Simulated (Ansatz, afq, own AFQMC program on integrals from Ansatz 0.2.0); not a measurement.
## CH4F, doublet: AFQMC among the cluster methods

```yaml
atoms:
  - { symbol: C, position_ang: [-1.2150, 0.0000, 0.0000] }
  - { symbol: H, position_ang: [-1.5782, 1.0273, 0.0000] }
  - { symbol: H, position_ang: [-1.5782, -0.5137, 0.8897] }
  - { symbol: H, position_ang: [-1.5782, -0.5137, -0.8897] }
  - { symbol: H, position_ang: [-0.1254, 0.0000, 0.0000] }
  - { symbol: F, position_ang: [1.0260, 0.0000, 0.0000] }
```

Connectivity, by distances: CH4 ··· F.

Basis cc-pVTZ. Noble-gas cores (and the filled d shells of Ga–Kr and In–Xe) are frozen. Ansatz 0.2.0 and our own AFQMC program on the same integrals; the CISD trial comes from CCSD amplitudes, and released means the phaseless constraint is let go. ± is one standard error of the sampling.

Determinant: UHF, the one that the program's search chose, which needn't be the lowest solution. The geometry is a point of a scan.

No full CI on the walks' own integrals is used here. The released AFQMC energy serves as the reference, which it does only where one determinant dominates, the energy is flat over the last release times and near the phaseless one (40 meV or 2 meV an electron, half that with transition metals). On small molecules, where full CI could be run and the noise was under 10 meV, such values lay within 10 meV of it in 19 cases of 20, a flattering rate, since the rule was set on those same cases; what remains of the bias isn't in the error bar.

Cautions: the ph-AFQMC/HF walk drifts between its halves (2.4 errors); the released value is read at 0.99 1/Eh, later times being too noisy (meV from the phaseless value at times in 1/Eh: -11 ± 7 at 0.24, -7 ± 7 at 0.51, -5 ± 7 at 0.99, -17 ± 13 at 1.50).

The T1 diagnostic is 0.0197, the weight of the determinant in the CISD state is 0.879 and the ⟨S²⟩ of the determinant is 0.777. The size of the correlated space is 15 electrons in 114 orbitals.

```csv
level,correlation energy (eV)
MP2,-11.8911
CCSD,-12.6538
CCSD(T),-13.0194
```

Question: Estimate where phaseless AFQMC with a CISD trial lies against CCSD(T) on the same integrals.

Answer: 0.44 ± 0.23 mEh below CCSD(T). The gap is under twice the noise, so this walk alone can't tell the two apart.

Reference: AFQMC with the constraint released, correlation energy -13.036 ± 0.007 eV.

```csv
level,E − E(reference) (mEh),share of correlation (%)
CCSD(T),0.61 ± 0.27,99.87
ph-AFQMC/HF,4.01 ± 1.15,99.16
ph-AFQMC/CISD,0.17 ± 0.36,99.96
```

A walk keeps the symmetry of its determinant, which the program's search chose and which needn't be the lowest solution, so a lower state of the same spin and another symmetry isn't excluded. Released energies are given only where the last usable release times agree within the noise; a slower fall can still hide under it.
